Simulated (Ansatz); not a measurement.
Relaxation of AlFH₆Si (9 atoms, charge 0, multiplicity 1), to a largest force component of 0.03 eV/Å in at most 50 steps.

These are results of RKS PBE/def2-SVP (Ansatz), not measurements.

```xyz
9
Properties=species:S:1:pos:R:3:forces:R:3
Al -0.308 -1.788 0.856 1.22 0.24 -0.06
Si 0.186 1.444 -0.692 -0.35 0.84 -0.45
H -0.978 -2.480 -0.411 0.02 0.01 0.00
H -1.058 -1.313 2.177 0.02 0.01 -0.01
H 0.633 0.220 -0.033 0.22 -0.70 0.39
F 1.424 -1.627 0.840 -1.10 -0.41 0.15
H -1.274 1.316 -1.020 -0.04 0.02 -0.01
H 0.397 2.603 0.238 0.00 0.00 0.00
H 0.978 1.624 -1.954 0.00 0.00 0.00
```

Problem. Where does it end, and by what steps?

Solution. The forces met the threshold. The force dipped under the threshold on the way, but the program's further checks kept it going. After 13 steps the energy has fallen by 0.220 eV; F6 moved furthest, 0.65 Å.

| step | energy less start (eV) | largest force component (eV/Å) | accepted |
| --- | --- | --- | --- |
| 0 | 0.0000 | 1.221 | yes |
| 1 | -0.0770 | 1.226 | yes |
| 2 | -0.1247 | 0.687 | yes |
| 3 | -0.1772 | 0.462 | yes |
| 4 | -0.1815 | 0.325 | yes |
| 5 | -0.1789 | 0.297 | no |
| 6 | -0.1857 | 0.071 | yes |
| 7 | -0.1920 | 0.030 | yes |
| 8 | -0.1970 | 0.081 | yes |
| 9 | -0.2064 | 0.218 | yes |
| 10 | -0.2071 | 0.330 | yes |
| 11 | -0.2096 | 0.370 | yes |
| 12 | -0.2186 | 0.044 | yes |
| 13 | -0.2195 | 0.009 | yes |

```xyz
9
Properties=species:S:1:pos:R:3
Al -0.168 -1.541 0.712
Si 0.093 1.332 -0.622
H -0.719 -2.016 -0.708
H -1.023 -0.786 1.828
H 0.803 0.147 0.020
F 1.329 -2.161 1.192
H -1.368 1.013 -0.703
H 0.353 2.513 0.263
H 0.699 1.499 -1.982
```

Whether the end is a true minimum wasn't checked by a vibrational analysis.

Time of the run: 17 s on 2 threads of Arm Neoverse V1, on a shared host, peak memory 0.14 GiB.
